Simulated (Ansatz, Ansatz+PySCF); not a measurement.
```yaml
atoms:
  - { symbol: C, position_ang: [0.0000, -0.0273, -1.1485] }
  - { symbol: S, position_ang: [0.0000, -0.0596, 0.6634] }
  - { symbol: H, position_ang: [0.0000, -1.0768, -1.4741] }
  - { symbol: H, position_ang: [-0.8999, 0.4586, -1.5509] }
  - { symbol: H, position_ang: [0.8999, 0.4586, -1.5509] }
  - { symbol: H, position_ang: [0.0000, 1.2772, 0.8519] }
```

RHF on singlet CH₄S was run in several spherical basis sets with Ansatz (development build ahead of 0.2.0).

Question: Rank the basis sets by the total energy that they give, lowest first, with the distance from the lowest.
A. def2-TZVP
B. def2-SVP
C. cc-pVDZ
D. 6-31G(d)

Answer: A (0.00 eV), C (0.67 eV), D (1.42 eV), B (4.99 eV).

Totals follow the description of the cores as much as that of the bonds, so this order isn't one of quality for chemistry.
